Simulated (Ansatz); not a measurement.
**B2Cl (quartet): the correlation ladder, cc-pVDZ**

The task here is to estimate one member of a computed series from the others.

Program: Ansatz 0.2.0, Gaussian basis. Level of theory: cc-pVDZ, core rule «outside noble gas», up to 7 orbitals frozen. These are calculated values, not measurements.

Plan: UHF; CCSD(T) on ROHF; CCSD(T) on UHF; BCCD(T) on ROHF; CISD; CCSDT(Q) on ROHF; CCSDT(Q) on UHF; CASSCF and MRCISD+Q, 11 electrons in 11 orbitals; CASSCF and NEVPT2, 11 electrons in 11 orbitals.

32 further runs of the same task are left out: 7 for a known fault of the program, 14 that didn't finish, 11 set aside as unsound or not needed.

**The geometry**

The geometry is a PBE0/def2-TZVP stationary point (not a proven minimum).

3 atoms, charge 0, spin multiplicity 4.

Atoms are counted from 1 here; the program's logs count them from 0.

Bond lengths: B1–B2 1.516 Å, B2–Cl3 1.683 Å. Angles: B1–B2–Cl3 180.0°.

Set-up of the first run:

The input, in.yaml:

```yaml
crystal:
  periodic: [false, false, false]
  atoms:
    - {symbol: B, position_ang: [0.000000, 0.000000, -1.572000]}
    - {symbol: B, position_ang: [0.000000, 0.000000, -0.055600]}
    - {symbol: Cl, position_ang: [0.000000, 0.000000, 1.627600]}
basis:
  gaussian: {orbitals: cc-pVDZ}
magnetization: {spin_polarized: true, initial_magnetization: 3}
hamiltonian: {xc: hf}
output: {orbitals: {seedname: orbitals}}
```

The run is started by

```sh
> ansatz run in.yaml --threads 1 --pin off --events-out ev --progress --plain --max-ram 2393MiB
```

Among the steps run: UHF; CCSD(T) on ROHF; CCSD(T) on UHF; BCCD(T) on ROHF; CISD; CCSDT(Q) on ROHF; CCSDT(Q) on UHF; CASSCF and MRCISD+Q, 11 electrons in 11 orbitals; CASSCF and NEVPT2, 11 electrons in 11 orbitals.

One table of the session follows, with a row left open; its other results are not shown here.

```
          method  from UCCSDT(Q) (kJ/mol)
            ROHF                        ?
             UHF                   +711.7
            RMP2                   +101.1
            UMP2                   +101.9
            CISD                    +81.9
           RCCSD                    +26.9
           UCCSD                    +26.7
        RCCSD(T)                     +4.7
        UCCSD(T)                     +4.7
         BCCD(T)                     +4.6
          RCCSDT                     +1.7
          UCCSDT                     +1.6
       RCCSDT(Q)                     +0.2
       UCCSDT(Q)                        0
  CASSCF valence                   +533.1
  NEVPT2 valence                    +99.6
  MRCISD valence                    +43.5
MRCISD+Q valence                     +3.8
```

Estimate the missing values for ROHF.

The run gave: from UCCSDT(Q) (kJ/mol): +715.2. In the column «from UCCSDT(Q) (kJ/mol)» it is the highest.

With the free atoms at the same levels and basis (separate runs), the atomisation energy is 7.193 eV at UCCSDT(Q), 7.175 eV at RCCSD(T), 7.174 eV at UCCSD(T), 6.812 eV at ROHF.

Caveats from the session: Restricted and unrestricted rows rest on different reference determinants; where their highest levels disagree by more than a few hundredths of an eV, they describe different states and don't form one ladder.
